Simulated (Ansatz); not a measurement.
**AlH2ClF− (SMILES [F][AlH2-][Cl]): where methods fail along a bond**

AlH2ClF− has 5 atoms, charge -1, and is taken as a singlet. SMILES: `[F][AlH2-][Cl]`. Geometry: a GFN2-xTB relaxation, a rough one for these elements and not checked as a minimum.

```jsonl
{"atom": "F", "x (Å)": "-1.1933", "y (Å)": "0.1142", "z (Å)": "1.2287"}
{"atom": "Al", "x (Å)": "-0.0869", "y (Å)": "0.0623", "z (Å)": "-0.0524"}
{"atom": "Cl", "x (Å)": "1.6539", "y (Å)": "-0.9929", "z (Å)": "0.5113"}
{"atom": "H", "x (Å)": "-0.7327", "y (Å)": "-0.7218", "z (Å)": "-1.2690"}
{"atom": "H", "x (Å)": "0.3590", "y (Å)": "1.5383", "z (Å)": "-0.4186"}
```

The F1–Al2 distance is scanned; the parts on either side stay rigid. Basis STO-3G, 11 core orbitals frozen in the correlated methods; program Ansatz 0.2.0. FCI is exact within this basis and core. Energies in eV from each method's value at 1.693 Å; methods without a U are spin-restricted. The set has no diffuse functions, which an anion needs. The shape above is that at 1.693 Å.

```
distance (Å)  SVWN5  r2SCAN  CAM-B3LYP  B2PLYP
       1.693   0.00    0.00       0.00    0.00
       2.117   1.80    1.76       1.90    1.91
       2.540   4.16    4.10       4.50    4.41
       3.387   6.77    6.69       7.61    6.80
       4.234   7.34    7.26       8.49    6.60
```

Q: Estimate the FCI curve, and say how far off each method is.

A: 
```
distance (Å)   FCI
       1.693  0.00
       2.117  1.89
       2.540  4.27
       3.387  6.06
       4.234  6.16
```

Departure from the FCI curve at its largest: SVWN5 +1.18 eV at 4.23 Å; r2SCAN +1.10 eV at 4.23 Å; CAM-B3LYP +2.33 eV at 4.23 Å; B2PLYP +0.74 eV at 3.39 Å. The curve of B2PLYP turns over, which the reference doesn't. Restricted functionals keep the electrons paired too, and rise too high.
